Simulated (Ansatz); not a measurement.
Input for Ansatz (a first-principles code): R-RI-MP2/aug-cc-pVTZ on H2O (SMILES O) with ghost functions. Files ending in .json are basis or fitting sets from the Basis Set Exchange.

Ansatz 0.2 input:
```yaml
crystal:
  periodic: [false, false, false]
  atoms:
    - {symbol: O, position_ang: [-3.35071776, -0.33743184, 0.00000000]}
    - {symbol: H, position_ang: [-3.18591376, -1.28215284, 0.00000000]}
    - {symbol: H, position_ang: [-2.46341676, 0.03415916, 0.00000000]}
basis:
  gaussian:
    orbitals: aug-cc-pVTZ
    fitting: {mean_field: def2-universal-JKFIT, correlation: aug-cc-pVTZ-RIFIT.json}
    ghost_atoms:
      - {symbol: C, position_ang: [0.91072024, -0.59530684, -1.20755700]}
      - {symbol: H, position_ang: [1.02676524, -1.12303184, -2.14414500]}
      - {symbol: C, position_ang: [0.60851624, 0.76560216, -1.20789500]}
      - {symbol: H, position_ang: [0.48753724, 1.29277616, -2.14405400]}
      - {symbol: C, position_ang: [0.45786224, 1.44647616, 0.00000000]}
      - {symbol: H, position_ang: [0.22203824, 2.50174716, 0.00000000]}
      - {symbol: C, position_ang: [0.60851624, 0.76560216, 1.20789500]}
      - {symbol: H, position_ang: [0.48753724, 1.29277616, 2.14405400]}
      - {symbol: C, position_ang: [0.91072024, -0.59530684, 1.20755700]}
      - {symbol: H, position_ang: [1.02676524, -1.12303184, 2.14414500]}
      - {symbol: C, position_ang: [1.06222124, -1.27537284, 0.00000000]}
      - {symbol: H, position_ang: [1.29905924, -2.33060584, 0.00000000]}
magnetization: {spin_polarized: false}
correlation: {method: mp2, electrons: outside_noble_gas}
scf: {lower_state_search: off}
```

**Question.** What total energy does the run end on?

**Answer.** -76.3291 hartree.

**Question.** How many basis functions does it have, and what does it roughly cost on one machine?

**Answer.** 506 functions; around 14 core-seconds (rough).
